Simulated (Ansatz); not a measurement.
```yaml
crystal:
  periodic: [false, false, false]
  atoms:
    - {symbol: C, position_ang: [0.434284, 0.646582, 0.278207]}
    - {symbol: C, position_ang: [-0.504878, -0.609574, -0.239964]}
    - {symbol: C, position_ang: [1.214793, -0.636790, -0.658043]}
    - {symbol: H, position_ang: [-1.707486, -1.218707, -0.316523]}
    - {symbol: H, position_ang: [0.563275, 1.818502, 0.936336]}
basis:
  gaussian: {orbitals: cc-pVDZ}
hamiltonian: {xc: {name: r2SCAN50}, pseudopotentials: {relativity: scalar}}
accuracy: high
```

```sh
$ ansatz run in.yaml --threads 4 --pin off --events-out ev --progress --plain --max-ram 3916MiB
```

Output, abridged:

```
Functional definition: r2SCAN50
1154 factors; integrals over basis functions are off by at most 2.7e-9 eV
mean field evaluation 1: about -3130.8627 eV, gradient 1.3e1 eV
mean field evaluation 2: about -3131.2735 eV, gradient 8.6e0 eV
mean field evaluation 4: about -3131.5165 eV, gradient 1.7e0 eV
mean field evaluation 8: about -3131.5270 eV, gradient 4.3e-2 eV
mean field evaluation 16: about -3131.5270 eV, gradient 3.2e-6 eV
mean field -3131.52701130 eV, -115.0814950400 hartree, gradient 5.3e-8 eV, S^2 0.000000; 0 other end points of the search recorded, 0 dependent functions left out
reference -3131.52701163 eV, -115.0814950520 hartree; 10, 10 occupied and 42, 42 virtual orbitals, 1154 factors
Total energy: -3131.52701163 eV, -115.0814950520 hartree
Relativity: scalar
```

Hardware: 4 threads of AMD EPYC 9B45 on a shared host. Wall time 0.55 s.
